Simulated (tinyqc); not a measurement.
Inside a calculation. Method: extended Hueckel theory, for BH3-. The parameters take no account of the charge, which enters only through the electron count, and nothing here shows that the anion is bound. Computed by tinyqc, a small Python program that keeps every step (integrals from PySCF). Settings: charge = -1, K = 2.0, weighted = 1, multiplicity = 2. Command: `OMP_NUM_THREADS=1 python tinyqc.py 28212 28213 out.jsonl` (the two numbers bound the seeds that draw the settings). One thread of a shared host (Intel(R) Xeon(R) Processor @ 2.60GHz), about 0.01 s of CPU time with the checks.

## Overlaps

Geometry (angstrom):
```
atom          x          y         z
B      0.000000   0.000000  0.012000
H      1.234000   0.000000  0.000000
H     -0.617000   1.068000  0.000000
H     -0.617000  -1.068000  0.000000
```

Parameters chosen for this run:
```
element  shell  Slater exponent   H_ii (eV)
B           2s         1.300000  -15.200000
B           2p         1.300000   -8.500000
H           1s         1.300000  -13.600000
```

Slater orbitals, each expanded in six Gaussians scaled to its exponent.

overlap S, lower triangle:
```
           1B 2s     1B 2px     1B 2py     1B 2pz     2H 1s     3H 1s     4H 1s
1B 2s   1.000000
1B 2px  0.000000   1.000000
1B 2py  0.000000   0.000000   1.000000
1B 2pz  0.000000   0.000000   0.000000   1.000000
2H 1s   0.468383   0.518771   0.000000  -0.005045  1.000000
3H 1s   0.468651  -0.259600   0.449356  -0.005049  0.081002  1.000000
4H 1s   0.468651  -0.259600  -0.449356  -0.005049  0.081002  0.081145  1.000000
```

## Wolfsberg-Helmholz matrix

diagonal H_ii (eV): 1B 2s -15.200000, 1B 2px -8.500000, 1B 2py -8.500000, 1B 2pz -8.500000, 2H 1s -13.600000, 3H 1s -13.600000, 4H 1s -13.600000

K = 2.000000

H_ij = K' S_ij (H_ii + H_jj)/2 for i != j (the diagonal keeps H_ii), with K' = K + D^2 + D^4 (1 - K), D = (H_ii - H_jj)/(H_ii + H_jj), K = 2.

H (eV), lower triangle:
```
             1B 2s      1B 2px      1B 2py     1B 2pz       2H 1s       3H 1s       4H 1s
1B 2s   -15.200000
1B 2px    0.000000   -8.500000
1B 2py    0.000000    0.000000   -8.500000
1B 2pz    0.000000    0.000000    0.000000  -8.500000
2H 1s   -13.510190  -11.753863    0.000000   0.114300  -13.600000
3H 1s   -13.517902    5.881781  -10.181106   0.114394   -2.203247  -13.600000
4H 1s   -13.517902    5.881781   10.181106   0.114394   -2.203247   -2.207135  -13.600000
```

## Orbitals

valence electrons = 7

Solve H C = S C e through S^(-1/2); fill by pairs from the bottom, a degenerate level sharing its electrons equally; each orbital has its largest coefficient positive (the first on a tie).

orbital energies (eV): -21.146035  -15.550356  -15.549099  -8.500470  13.789263  13.794999  25.770552

occupations: 2.000000  2.000000  2.000000  1.000000  0.000000  0.000000  0.000000

coefficients:
```
              MO1        MO2        MO3        MO4        MO5        MO6        MO7
1B 2s    0.527239   0.000122   0.000000   0.009368   0.003141   0.000000   1.424919
1B 2px  -0.000025   0.437540   0.000000  -0.000001   1.261991   0.000000  -0.003652
1B 2py   0.000000   0.000000   0.437640   0.000000   0.000000   1.261985   0.000000
1B 2pz  -0.000524   0.000001   0.000000   0.999943  -0.000036   0.000000  -0.016272
2H 1s    0.289590   0.557769   0.000000  -0.002196  -0.993251   0.000000  -0.757535
3H 1s    0.289760  -0.278722   0.482927  -0.002194   0.494063  -0.858853  -0.761888
4H 1s    0.289760  -0.278722  -0.482927  -0.002194   0.494063   0.858853  -0.761888
```

sum of one-electron energies = -112.991449 eV

## Mulliken analysis

P = C n C^T; charge = valence electrons (B 3, H 1) minus the sum of (P S)_ii on the atom; overlap population = 2 sum P_ij S_ij between two atoms.

charges: 1B -0.511028, 2H -0.163057, 3H -0.162958, 4H -0.162958

Overlap populations:
```
pair      value
2-1    0.792592
3-1    0.792855
3-2   -0.023182
4-1    0.792855
4-2   -0.023182
4-3   -0.023230
```
